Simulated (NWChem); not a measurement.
Species: acetonitrile (C2H3N); SMILES CC#N

Results from NWChem. Coordinates come from a PBE0/def2-SVP optimisation. Level PBE/def2-SVP: energy and gradient; each run changes one setting, and changes count from the defaults (medium grid, exact Coulomb integrals, symmetry on).

**Question.** Which setting moves the energy most, and by about how much (defaults; extra-fine grid; Coulomb fitting, Weigend set; tight SCF thresholds and tolerances; symmetry off)?

**Answer.** Coulomb fitting, Weigend set, by about 100 μHa.
| setting | size of the energy change (μHa) | largest change of a gradient component (μHa/bohr) |
|---|---|---|
| defaults | < 10 | < 30 |
| tight SCF thresholds and tolerances | < 10 | < 30 |
| Coulomb fitting, Weigend set | 100 | 100 |
| symmetry off | < 10 | other frame |
| extra-fine grid | < 10 | < 30 |
